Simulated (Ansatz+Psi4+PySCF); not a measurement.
The numbers below are computed, except where a source is named.
A run of Psi4 1.11 on triplet C₄ at this shape:

| atom | x (Å) | y (Å) | z (Å) |
| --- | --- | --- | --- |
| C | 0.0206 | -0.0178 | -1.9374 |
| C | 0.0081 | -0.0175 | -0.6220 |
| C | -0.0245 | 0.0115 | 0.6320 |
| C | 0.0098 | -0.0229 | 1.9332 |

Its results:

```json
{
  "Converged": "yes",
  "Total energy": "-151.23213 hartree",
  "Spin squared of the determinant": "2.229"
}
```

Problem. Which input gives this output? Name the method, the orbitals and the basis set, and write the input.

Solution. UHF in cc-pVTZ.

```
molecule {
0 3
C 0.020600 -0.017830 -1.937450
C 0.008090 -0.017470 -0.621990
C -0.024500 0.011470 0.632020
C 0.009830 -0.022860 1.933250
}

set basis cc-pVTZ
set reference uhf
set scf_type pk
energy('scf')
```

Caution: the unrestricted determinant is spin contaminated.
